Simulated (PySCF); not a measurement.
Species: C4H12NP.
Structure used (PBE0-D3(BJ)/def2-SVP), in Å, numbered top down from 1:
```
atom  x, y, z in Å
C1    -2.040    0.521    0.116
N2    -0.911   -0.270   -0.321
C3    -1.314   -1.622   -0.638
P4     0.471   -0.190    0.781
C5     0.912    1.588    0.554
C6     1.761   -0.903   -0.331
H7    -2.818    0.506   -0.665
H8    -1.751    1.572    0.262
H9    -2.506    0.160    1.059
H10   -0.474   -2.195   -1.058
H11   -2.104   -1.596   -1.407
H12   -1.713   -2.189    0.232
H13    1.935    1.737    0.933
H14    0.868    1.876   -0.508
H15    0.249    2.240    1.140
H16    1.675   -0.495   -1.351
H17    1.693   -2.000   -0.366
H18    2.748   -0.650    0.085
```

The calculation used PySCF, PBE0-D3(BJ)/def2-SVP geometry optimisation, gas phase.

Masses are those of the commonest isotopes; rigid-rotor values at the optimised geometry. The values belong to one conformer with, in the numbering `[CH3:1][N:2]([CH3:3])[P:4]([CH3:5])[CH3:6]`, C1–N2–P4–C5 -66°.

Question: What are A, B and C (cm⁻¹)?

Answer: Ia = 134.91, Ib = 208.52, Ic = 301.20 u·Å²; 505379 MHz·u·Å²/I gives 3746, 2424 and 1678 MHz, that is A = 0.12496, B = 0.08084, C = 0.05597 cm⁻¹.

Question: What kind of rotor is it?

Answer: An asymmetric top. Ray's parameter κ = (2B − A − C)/(A − C) = -0.279; −1 is the prolate and +1 the oblate limit.

Question: Is it planar, by Δ = Ic − Ia − Ib?

Answer: Not planar: Δ = Ic − Ia − Ib = -42.23 u·Å². For a rigid frame Δ = −2 Σ m c², so Σ m c² = 21.12 u·Å² lies off the ab plane: 7.42 from hydrogen and 13.69 from heavier atoms. The atom farthest from that plane is 1.44 Å away.

Question: Give the other two planar moments, Paa and Pbb, and the rms extents of the mass along the axes.

Answer: Paa = Σ m a² = (Ib + Ic − Ia)/2 = 187.41 and Pbb = Σ m b² = (Ia + Ic − Ib)/2 = 113.79 u·Å². With the mass M = 105.07 u, the rms extents √(P/M) along a, b and c are 1.34, 1.04, 0.45 Å.

Question: Which types of transition are allowed, and where do some lines up to J = 5 fall?

Answer: The dipole components are |μa| = 0.01 D, |μb| = 0.00 D, |μc| = 0.71 D; the mirror of this Cs structure is the ac plane, so μb vanishes by symmetry and there are no b-type lines. The squared components, which scale the intensities, stand as 0.00 : 1.00 (a : c). Some lines, for components of 0.1 D or more:

```json
{"type": "c", "branch": "Q", "J(Ka,Kc)": "5(2,4) ← 5(1,4)", "MHz": "1090", "lower level (cm⁻¹)": "2.218"}
{"type": "c", "branch": "Q", "J(Ka,Kc)": "3(2,2) ← 3(1,2)", "MHz": "3030", "lower level (cm⁻¹)": "0.946"}
{"type": "c", "branch": "Q", "J(Ka,Kc)": "2(2,1) ← 2(1,1)", "MHz": "3967", "lower level (cm⁻¹)": "0.504"}
{"type": "c", "branch": "Q", "J(Ka,Kc)": "5(3,3) ← 5(2,3)", "MHz": "5079", "lower level (cm⁻¹)": "2.423"}
{"type": "c", "branch": "R", "J(Ka,Kc)": "1(1,0) ← 0(0,0)", "MHz": "6170", "lower level (cm⁻¹)": "0.000"}
{"type": "c", "branch": "Q", "J(Ka,Kc)": "4(3,2) ← 4(2,2)", "MHz": "6486", "lower level (cm⁻¹)": "1.677"}
{"type": "c", "branch": "Q", "J(Ka,Kc)": "3(3,1) ← 3(2,1)", "MHz": "7544", "lower level (cm⁻¹)": "1.083"}
{"type": "c", "branch": "R", "J(Ka,Kc)": "2(1,1) ← 1(0,1)", "MHz": "11017", "lower level (cm⁻¹)": "0.137"}
{"type": "c", "branch": "Q", "J(Ka,Kc)": "4(4,1) ← 4(3,1)", "MHz": "11235", "lower level (cm⁻¹)": "1.904"}
{"type": "c", "branch": "R", "J(Ka,Kc)": "2(2,0) ← 1(1,0)", "MHz": "13154", "lower level (cm⁻¹)": "0.206"}
{"type": "c", "branch": "Q", "J(Ka,Kc)": "5(5,1) ← 5(4,1)", "MHz": "14702", "lower level (cm⁻¹)": "2.983"}
{"type": "c", "branch": "R", "J(Ka,Kc)": "3(1,2) ← 2(0,2)", "MHz": "16293", "lower level (cm⁻¹)": "0.403"}
{"type": "c", "branch": "R", "J(Ka,Kc)": "3(2,1) ← 2(1,1)", "MHz": "17335", "lower level (cm⁻¹)": "0.504"}
{"type": "c", "branch": "R", "J(Ka,Kc)": "3(3,0) ← 2(2,0)", "MHz": "20725", "lower level (cm⁻¹)": "0.645"}
{"type": "c", "branch": "R", "J(Ka,Kc)": "4(1,3) ← 3(0,3)", "MHz": "22071", "lower level (cm⁻¹)": "0.785"}
{"type": "c", "branch": "R", "J(Ka,Kc)": "4(2,3) ← 3(1,3)", "MHz": "23670", "lower level (cm⁻¹)": "0.798"}
{"type": "c", "branch": "R", "J(Ka,Kc)": "4(3,1) ← 3(2,1)", "MHz": "24641", "lower level (cm⁻¹)": "1.083"}
{"type": "c", "branch": "R", "J(Ka,Kc)": "4(4,0) ← 3(3,0)", "MHz": "28290", "lower level (cm⁻¹)": "1.336"}
{"type": "c", "branch": "R", "J(Ka,Kc)": "4(4,1) ← 3(3,1)", "MHz": "28332", "lower level (cm⁻¹)": "1.334"}
{"type": "c", "branch": "R", "J(Ka,Kc)": "5(3,2) ← 4(2,2)", "MHz": "28576", "lower level (cm⁻¹)": "1.677"}
{"type": "c", "branch": "R", "J(Ka,Kc)": "5(4,1) ← 4(3,1)", "MHz": "32341", "lower level (cm⁻¹)": "1.904"}
{"type": "c", "branch": "R", "J(Ka,Kc)": "5(5,0) ← 4(4,0)", "MHz": "35801", "lower level (cm⁻¹)": "2.280"}
{"type": "c", "branch": "R", "J(Ka,Kc)": "5(5,1) ← 4(4,1)", "MHz": "35809", "lower level (cm⁻¹)": "2.279"}
```

Question: Estimate the classical rotational partition function at 10 K, 200 K and 298.15 K.

Answer: Point group Cs, symmetry number σ = 1; q = (√π/σ)·√((kT/h)³/(ABC)), k/h = 20836.6 MHz/K: 1370 at 10 K, 122000 at 200 K, 222000 at 298.15 K.

Whether it is a minimum is left open (no frequencies). No vibrational averaging or centrifugal distortion is included, and the geometry carries the error of its method. A rigid rotor knows nothing of internal rotation, which can split or shift real lines. Quadrupole hyperfine structure (14N) is left out.

The run took 60 s on one thread, Arm Neoverse V1 (aarch64), shared host, and the process peaked at 0.60 GiB of memory. That covers the optimisation of the geometry.
